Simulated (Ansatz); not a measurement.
Crystal: Ag, fcc type, 1 atom in the cell.

Level of theory: r²SCAN, plane waves, all-electron PAW datasets generated for the crystal, point nucleus in Ansatz 0.2.0 development build.

Cutoff 260 eV; k-mesh 14×14×14 Γ-centred; Fermi–Dirac smearing of 0.1 eV; no spin polarisation.

The fit to the energies gives V₀ = 17.299 Å³/atom (a₀ = 4.105 Å), B₀ = 102 GPa, B₀′ = 5.86.

(1) What pressure does the program print at V = 16.947 Å³/atom, and how far above the lowest computed point (V = 17.483 Å³/atom) does the energy lie?

Answers

(1) 2.25 GPa and 1.88 meV/atom. All points:

```json
{"V (Å³/atom)": "16.412", "a (Å)": "4.0341", "E − E(min) (meV/atom)": "15.80", "P (GPa)": "6.28"}
{"V (Å³/atom)": "16.947", "a (Å)": "4.0774", "E − E(min) (meV/atom)": "1.88", "P (GPa)": "2.25"}
{"V (Å³/atom)": "17.483", "a (Å)": "4.1199", "E − E(min) (meV/atom)": "0.00", "P (GPa)": "-1.02"}
{"V (Å³/atom)": "18.018", "a (Å)": "4.1615", "E − E(min) (meV/atom)": "8.16", "P (GPa)": "-3.66"}
{"V (Å³/atom)": "18.553", "a (Å)": "4.2023", "E − E(min) (meV/atom)": "24.12", "P (GPa)": "-5.82"}
```

The stress includes the program's correction for the finite plane-wave basis.

The k-mesh is modest, so these values aren't fully converged in k.
